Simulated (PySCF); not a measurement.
## Computed data sheet: 1,3-butanediol (`C[C@H](O)CCO`)

1,3-butanediol, C4H10O2.
SMILES with atom numbers: `[CH3:1][C@H:2]([OH:3])[CH2:4][CH2:5][OH:6]` (hydrogens: H7, H8, H9 on C1; H10 on C2; H11 on O3; H12, H13 on C4; H14, H15 on C5; H16 on O6)

Geometry (GFN2-xTB, Å), atoms numbered from 1 in this order:
```xyz
16
C4H10O2 angstrom
C     -1.9794    0.3386   -0.1775
C     -0.6204   -0.1743    0.2958
O     -0.1807    0.5395    1.4422
C      0.4388   -0.0154   -0.7991
C      1.8087   -0.5482   -0.3699
O      2.4602    0.2971    0.5393
H     -2.7300    0.2111    0.6018
H     -2.3019   -0.2074   -1.0595
H     -1.9089    1.3960   -0.4233
H     -0.7082   -1.2444    0.5532
H     -0.8888    0.5474    2.0944
H      0.5389    1.0435   -1.0429
H      0.1035   -0.5521   -1.6867
H      1.6890   -1.5566    0.0590
H      2.4673   -0.6232   -1.2396
H      1.8042    0.5574    1.2015
```

Among its groups: alcohol.

**GFN2-xTB geometry**

```yaml
Point_group_of_the_GFN2-xTB_geometry: C1
Rotational_constants_A_B_C_of_the_GFN2-xTB_geometry: 6.643, 2.251, 1.831 GHz
```

B3LYP/def2-SVPD ground state and vertical TDDFT (core frozen in the response) (PySCF):

```yaml
Dipole_moment: 3.75 D
HOMO_energy: -7.21 eV
LUMO_energy: -0.05 eV
HOMO–LUMO_gap: 7.16 eV
Lowest_singlet_excitation: 6.43 eV (193 nm, f = 0.005)
Strongest_line_among_the_8_lowest_singlet_transitions: S7 at 8.08 eV (153 nm, f = 0.036)
Lowest_triplet_excitation_Tamm–Dancoff: 6.37 eV
Static_isotropic_polarisability: 61.1 au
Electronic_spatial_extent_⟨r²⟩_about_the_centre_of_nuclear_charge: 700 bohr²
```

Monoisotopic mass from the formula: 90.0681 u.

The vertical singlet–triplet gap S1 − T1 is 0.06 eV (TDDFT singlet less Tamm–Dancoff triplet; S1: HOMO→LUMO, weight 0.97; T1: HOMO→LUMO, weight 0.94). The dipole equals about 12.5 × 10⁻³⁰ C·m (1 D = 3.33564 × 10⁻³⁰ C·m). The polarisability is 9.06 Å³ as a volume (1 au = 0.148185 Å³), or 1.22 au for each of the 50 electrons. The 8 singlets span 6.43 to 8.09 eV, and their oscillator strengths add up to 0.12. No computed singlet falls in the visible range (750 to 380 nm, 1.65 to 3.26 eV); S1 lies 3.17 eV above its blue end.

Isolated species at its GFN2-xTB geometry (one conformer only).

For the TDDFT job (B3LYP/def2-SVPD), time: 33 s; peak memory 0.79 GiB. Hardware: one thread of an Arm Neoverse V1, shared host.
